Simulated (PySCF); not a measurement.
A made-up structure of AlHO$_{2}$, closed shell:

```xyz
4
angstrom
O -1.3399 -1.0397 -0.9253
Al 0.6441 0.3341 0.8325
O -0.4533 -0.4139 -0.1738
H 1.6594 1.4394 0.5920
```

It is relaxed with PBE-D4/def2-SVP and then PBE0-D4/def2-TZVP (PySCF 2.14 with density fitting (its default auxiliary sets; JK sets also for MP2 and CCSD(T))). Atoms count as bonded within 1.22 times the sum of their covalent radii (H–H: 0.88 Å). The end point is not checked to be a true minimum.

(1) Does its bonding change? (A judgement: the text doesn't fix the answer.)

Answers

(1) Computed: No: no bond forms or breaks.

Where it ends: The first stage lowers the energy by 0.29 eV in 11 steps. It ends as AlHO₂ ([O][O][AlH]):
```xyz
4
angstrom
O -1.2804 -1.0551 -0.8171
Al 0.6161 0.2577 0.9395
O -0.3672 -0.3168 -0.2854
H 1.6132 1.4082 0.5083
```

Labels in which every atom is bracketed show which atoms are joined, not bond orders.

For scale, one of the runs: PBE0-D4/def2-TZVP relaxation, 105 basis functions, launched by `OMP_NUM_THREADS=2 python run.py`. The run took 18 s on 2 CPU threads of an AMD EPYC 9B45 (shared host), with 1 GiB of host memory at its peak.
